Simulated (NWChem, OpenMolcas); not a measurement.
**How basis sets differ on SiNH4 (SMILES [NH][SiH3])**

The species is SiNH4 (6 atoms), meant as a doublet with charge 0. As SMILES, `[NH][SiH3]`. Geometry: relaxed at PBE0-D4/def2-TZVP.

Each level gives the dipole moment (D). The values are calculated.

```json
{"level": "UB3LYP/LANL2DZ (core potential)", "kind": "global hybrid", "program": "NWChem", "value (D)": "2.13", "CPU time": "11 s"}
{"level": "UB3LYP/6-31G* (spherical functions)", "kind": "global hybrid", "program": "OpenMolcas", "value (D)": "1.57", "CPU time": "11 s"}
{"level": "UB3LYP/6-31G* (Cartesian functions)", "kind": "global hybrid", "program": "OpenMolcas", "value (D)": "1.58", "CPU time": "29 s"}
{"level": "UB3LYP/jorge-DZP", "kind": "global hybrid", "program": "NWChem", "value (D)": "1.46", "CPU time": "34 s"}
{"level": "UB3LYP/def2-TZVP", "kind": "global hybrid", "program": "OpenMolcas", "value (D)": "1.43", "CPU time": "34 s"}
```

The values span 1.43 to 2.13 D. Magnitudes only. Without the sets that lack polarisation functions the rows with a basis span only 1.43 to 1.58 D. CPU times are rough (shared hosts, several kinds of processor and program).
